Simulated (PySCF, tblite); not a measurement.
Species: C3H3F3.
Structure used (GFN2-xTB), in Å, numbered top down from 1:
```
atom  x, y, z in Å
F1     1.3980   -1.4971    0.3286
C2     1.3887   -0.1967    0.0361
C3     0.2507    0.4586   -0.1465
F4     0.3175    1.7649   -0.4613
C5    -1.1355   -0.1002   -0.0328
F6    -1.6503    0.1276    1.2212
H7     2.3732    0.2389   -0.0442
H8    -1.8042    0.3939   -0.7449
H9    -1.1246   -1.1840   -0.1813
```

Method: CAM-B3LYP/def2-SVPD in PySCF (dipole) on a GFN2-xTB geometry, gas phase.

Masses are those of the commonest isotopes; rigid-rotor values at the optimised geometry. The values belong to one conformer with, in the numbering `[F:1]/[CH:2]=[C:3](/[F:4])[CH2:5][F:6]`, C2–C3–C5–F6 95°.

Give the principal moments of inertia and the rotational constants in MHz.

Ia = 115.91, Ib = 173.69, Ic = 266.07 u·Å²; 505379 MHz·u·Å²/I gives A = 4360, B = 2910, C = 1899 MHz.

Classify the top.

An asymmetric top. Ray's parameter κ = (2B − A − C)/(A − C) = -0.179; −1 is the prolate and +1 the oblate limit.

What does the inertial defect say?

Not planar: Δ = Ic − Ia − Ib = -23.54 u·Å². For a rigid frame Δ = −2 Σ m c², so Σ m c² = 11.77 u·Å² lies off the ab plane: 3.29 from hydrogen and 8.48 from heavier atoms. The atom farthest from that plane is 1.30 Å away.

Give the other two planar moments, Paa and Pbb, and the rms extents of the mass along the axes.

Paa = Σ m a² = (Ib + Ic − Ia)/2 = 161.92 and Pbb = Σ m b² = (Ia + Ic − Ib)/2 = 104.15 u·Å². With the mass M = 96.02 u, the rms extents √(P/M) along a, b and c are 1.30, 1.04, 0.35 Å.

Where do the levels up to J = 5 lie, in K?

Above 0(0,0), as E/k:
J = 1: 1(0,1) 0.231, 1(1,1) 0.300, 1(1,0) 0.349
J = 2: 2(0,2) 0.674, 2(1,2) 0.714, 2(1,1) 0.859, 2(2,1) 1.068, 2(2,0) 1.086
J = 3: 3(0,3) 1.307, 3(1,3) 1.323, 3(1,2) 1.610, 3(2,2) 1.760, 3(2,1) 1.838, 3(3,1) 2.239, 3(3,0) 2.244
J = 4: 4(0,4) 2.118, 4(1,4) 2.123, 4(1,3) 2.580, 4(2,3) 2.669, 4(2,2) 2.858, 4(3,2) 3.189, 4(3,1) 3.217, 4(4,1) 3.824, 4(4,0) 3.825
J = 5: 5(0,5) 3.107, 5(1,5) 3.109, 5(1,4) 3.741, 5(2,4) 3.784, 5(2,3) 4.130, 5(3,3) 4.372, 5(3,2) 4.467, 5(4,2) 5.017, 5(4,1) 5.025, 5(5,1) 5.826, 5(5,0) 5.826

Which lines would a microwave search look for?

The dipole components are |μa| = 1.02 D, |μb| = 0.54 D, |μc| = 1.36 D. The squared components, which scale the intensities, stand as 0.56 : 0.16 : 1.00 (a : b : c). Some lines, for components of 0.1 D or more:

| type | branch | J(Ka,Kc) | MHz | lower level (cm⁻¹) |
| --- | --- | --- | --- | --- |
| c | Q | 2(1,2) ← 2(0,2) | 814 | 0.469 |
| c | Q | 1(1,1) ← 1(0,1) | 1450 | 0.160 |
| b | Q | 1(1,0) ← 1(0,1) | 2460 | 0.160 |
| b | Q | 2(1,1) ← 2(0,2) | 3844 | 0.469 |
| c | Q | 2(2,1) ← 2(1,1) | 4351 | 0.597 |
| b | Q | 3(2,1) ← 3(1,2) | 4753 | 1.119 |
| a | R | 1(0,1) ← 0(0,0) | 4809 | 0.000 |
| c | R | 1(1,0) ← 0(0,0) | 7270 | 0.000 |
| c | Q | 3(3,1) ← 3(2,1) | 8358 | 1.277 |
| b | R | 2(1,2) ← 1(0,1) | 10058 | 0.160 |
| b | R | 3(1,2) ← 2(2,1) | 11295 | 0.742 |
| b | R | 3(0,3) ← 2(1,2) | 12366 | 0.496 |
| a | R | 3(1,3) ← 2(1,2) | 12709 | 0.496 |
| b | R | 3(1,3) ← 2(0,2) | 13523 | 0.469 |
| a | R | 3(1,2) ← 2(1,1) | 15646 | 0.597 |
| c | R | 3(1,2) ← 2(0,2) | 19490 | 0.469 |
| c | R | 3(2,1) ← 2(1,1) | 20399 | 0.597 |
| b | R | 3(2,1) ← 2(1,2) | 23430 | 0.496 |
| c | R | 3(3,1) ← 2(2,1) | 24407 | 0.742 |
| b | R | 3(3,0) ← 2(2,1) | 24501 | 0.742 |

Estimate the classical rotational partition function at 50 K, 100 K and 298.15 K.

Point group C1, symmetry number σ = 1; q = (√π/σ)·√((kT/h)³/(ABC)), k/h = 20836.6 MHz/K: 12100 at 50 K, 34300 at 100 K, 177000 at 298.15 K.

Its GFN2-xTB frequencies are all real (lowest 40 cm⁻¹). No vibrational averaging or centrifugal distortion is included, and the geometry carries the error of its method.
